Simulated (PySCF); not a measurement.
Compound: CH₇NSi.
Bonds: C1–N2, N2–Si3. Hydrogens: H4, H5, H6 on C1; H7 on N2; H8, H9, H10 on Si3.

Method: PBE0-D3(BJ)/def2-SVP geometry optimisation, gas phase in PySCF 2.14.0; density fitting, grid level 1; the optimiser is geomeTRIC in internal coordinates, started from a GFN2-xTB structure with every atom displaced at random (about 0.01 Å).

Geometry at step 0:
```
atom  x, y, z in Å
C1     -1.3577   -0.1419   -0.0411
N2     -0.1446    0.6144   -0.1125
Si3     1.3852   -0.1300   -0.0160
H4     -1.2165   -1.0647   -0.5622
H5     -2.1769    0.4356   -0.5528
H6     -1.6980   -0.3206    0.9814
H7     -0.2303    1.5426    0.2785
H8      1.4477   -1.1273   -1.0755
H9      1.7020   -0.7995    1.2863
H10     2.3396    0.9706   -0.2071
```

**Question.** What forces act on the atoms?

**Answer.** 
| atom | Fx (eV/Å) | Fy (eV/Å) | Fz (eV/Å) |
| --- | --- | --- | --- |
| C1 | -0.838 | 1.762 | -0.262 |
| N2 | -0.272 | 0.352 | 0.086 |
| Si3 | 0.283 | 0.225 | 0.493 |
| H4 | -0.089 | -1.097 | -0.456 |
| H5 | 0.336 | -0.574 | 0.220 |
| H6 | -0.174 | -0.360 | 0.420 |
| H7 | 0.037 | 0.170 | 0.010 |
| H8 | 0.161 | -0.573 | -0.502 |
| H9 | 0.072 | -0.133 | 0.074 |
| H10 | 0.483 | 0.228 | -0.086 |

The largest, 1.97 eV/Å, acts on C1; the rms over all components is 0.505 eV/Å. The forces sum to zero within rounding, as they must for an isolated molecule in no field.

**Question.** Give the force on C1 in Eh/bohr and in nN.

**Answer.** 1.968 eV/Å ÷ 51.422 = 0.03827 Eh/bohr, and 1.968 eV/Å × 1.602 = 3.15 nN.

**Question.** How far is this geometry from the end of the optimisation?

**Answer.** 0.104 eV above it, and 0.052 Å rms away after alignment. The bonds farthest from their final lengths, with half the difference of the two atoms' forces along the bond (positive lengthens):

```csv
bond,now (Å),final (Å),force along bond (eV/Å)
Si3–H8,1.456,1.496,+0.63
C1–H4,1.069,1.102,+1.33
N2–Si3,1.704,1.730,+0.29
Si3–H10,1.469,1.494,+0.10
C1–H5,1.125,1.103,-1.14
C1–H6,1.092,1.108,+0.39
```

The angle farthest from its final value is H4–C1–H6, 110.9° against 107.0°.

Of the 6 listed bonds off by 0.010 Å or more, this force points towards the final length in 6.

What follows is the cost of the whole optimisation. On one thread, Arm Neoverse V2 (aarch64) (shared host), this took 10 s wall and 0.34 GiB of memory at its peak.
